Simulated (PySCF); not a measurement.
**Core binding energy against partial charge**

Compound: C4H7S (charge -1).
Z-matrix (Å and degrees, PBE0-D3(BJ)/def2-SVP geometry), rows numbered from 1:
```
C 
C   1  1.4929
C   2  1.3650  1  123.86
C   3  1.5127  2  117.92  1  -179.94
S   3  1.7352  2  126.74  1     0.06
H   1  1.1038  2  107.40  3    -0.01
H   1  1.1095  2  113.14  3  -119.63
H   1  1.1094  2  113.14  3   119.62
H   2  1.1000  1  117.89  3  -179.97
H   4  1.1033  3  109.97  2  -122.03
H   4  1.1033  3  109.95  2   121.77
H   4  1.1068  3  112.94  2    -0.12
```

Binding energies: delta-SCF UKS SCAN, pcX-2 on the ionised atom, pcseg-1 elsewhere, spin-free X2C (PySCF). Charges: PBE0/pcSseg-1 ground-state density, for the ionised atom.

```
atom                      environment  C 1s (eV)  Mulliken (e)  IAO (e)  Hirshfeld (e)  ESP (e)
  C2       carbon bonded to 2 C and H     284.27        -0.243   -0.276         -0.144   -0.203
  C3  fully substituted alkene carbon     285.35        -0.307   -0.076         -0.049   +0.176
  C1                   allylic carbon     285.84        -0.214   -0.409         -0.151   -0.285
  C4                   allylic carbon     285.99        -0.176   -0.403         -0.148   -0.556
```

**Question.** How well does each charge scheme correlate with the binding energies over these sites?

**Answer.** Mulliken: r = 0.44, slope 6.2 eV per e; Hirshfeld: r = -0.06, slope -0.9 eV per e; ESP: r = -0.38, slope -1.0 eV per e; IAO: r = -0.40, slope -2.0 eV per e. On 4 points no scheme stands out.

**Question.** The point-charge model writes a binding energy as kq + V + constant, with V the potential of the other atoms' charges at the site. What does it give with the IAO charges?

**Answer.** V = Σ 14.40 eV Å × q/r over all other atoms: -5.18 eV at C2, -9.62 eV at C3, -1.08 eV at C1, -0.91 eV at C4. Fitting binding energy − V to q gives k = 24.3 eV per e and leaves an rms residual of 0.29 eV, against 0.62 eV for the fit on q alone. The model has no term for differences in relaxation between sites.

The unrestricted hole states depart most from a pure doublet (⟨S²⟩ = 0.75; over 0.85 named) for C 1s of C3 (0.89), which makes this value less certain. The species carries charge -1, so core ionisation leaves a neutral species. The basis sets have no added diffuse functions. Geometry: PBE0-D3(BJ)/def2-SVP; no solvent, vibrations or thermal averaging. The geometry's basis has no diffuse functions, a weakness for an anion.
